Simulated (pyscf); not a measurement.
**Concerted two-bond exchange: PH₃ (SMILES P) + GeH₂ (SMILES [GeH2]) [singlet] -> HP=GeH₂ (SMILES [PH]=[GeH2]) + H₂ (SMILES [H][H])**

Gas phase, singlet surface, charge 0. Bonds broken: P1–H2, P1–H3. Bonds formed: P1–Ge5, H2–H3. Single points on ωB97X-D3(BJ)/def2-SVP structures (PySCF, gas phase).

Transition state (Å):

```xyz
7

P     -1.6643    -0.6164     0.3699
H     -0.3689    -1.5665     0.7809
H     -1.0236    -1.8559     1.2937
H     -1.7810    -1.5581    -0.6857
Ge    -0.4896     1.1134    -0.6929
H      0.0259     1.7694     0.6374
H      0.8132     0.3439    -1.1164
```

One imaginary mode, 794i cm⁻¹; descent along it reached the two sides named, in the forms told below.

| bond | change | reactant side (Å) | saddle | product side |
|---|---|---|---|---|
| P1–H2 | breaks | 1.414 | 1.658 | 3.3 |
| P1–H3 | breaks | 1.416 | 1.673 | 4.0 |
| P1–Ge5 | forms | 2.427 | 2.346 | 2.109 |
| H2–H3 | forms | 2.157 | 0.881 | 0.761 |

Electronic energies relative to the separated reactants (kcal/mol):

```tsv
level	barrier	reaction energy	reverse barrier
ωB97X-D3(BJ)/def2-TZVP	27.3	-12.1	39.4
PBE/def2-TZVP	19.2	-13.1	32.3
r²SCAN/def2-TZVP	20.4	-15.0	35.4
B3LYP-D3(BJ)/def2-TZVP	27.1	-9.0	36.0
PBE0-D3(BJ)/def2-TZVP	22.3	-12.0	34.3
M06-2X/def2-TZVP	29.0	-10.5	39.4
ωB97M-D3(BJ)/def2-TZVP	30.7	-5.9	36.6
HF/def2-TZVP	49.5	+1.7	47.8
```

With ωB97M-D3(BJ)/def2-TZVP energies and thermal terms (ideal gas, 1 atm, RRHO with modes under 100 cm⁻¹ raised to 100, one conformer, R ln 2 for chiral ones without a mode under 150 cm⁻¹), in kcal/mol:

```json
[
 {"T (K)": "298", "ΔH‡": "30.6", "ΔG‡": "40.0", "ΔH": "-6.5", "ΔG": "-4.6"},
 {"T (K)": "600", "ΔH‡": "31.1", "ΔG‡": "49.4", "ΔH": "-5.3", "ΔG": "-3.1"},
 {"T (K)": "900", "ΔH‡": "31.8", "ΔG‡": "58.4", "ΔH": "-4.4", "ΔG": "-2.2"},
 {"T (K)": "1200", "ΔH‡": "32.6", "ΔG‡": "67.1", "ΔH": "-3.9", "ΔG": "-1.6"}
]
```

On the reactant side the descent ends in an adduct with a Ge–P contact, 26.8 kcal/mol under the separated species and 54.1 kcal/mol under the saddle at ωB97X-D3(BJ)/def2-TZVP. What is counted as formed (Ge–P) is already present as a longer contact in the reactant adduct; forming that adduct is a step of its own. The same reactants have a lower exit, to H₂P–GeH: [singlet] + H₂ (barrier +10.0 kcal/mol at ωB97M-D3(BJ)/def2-TZVP, against +30.7 kcal/mol here). One saddle was located; it need not be the lowest between these sides. Elements up to Kr have no core potential and no relativistic terms here.
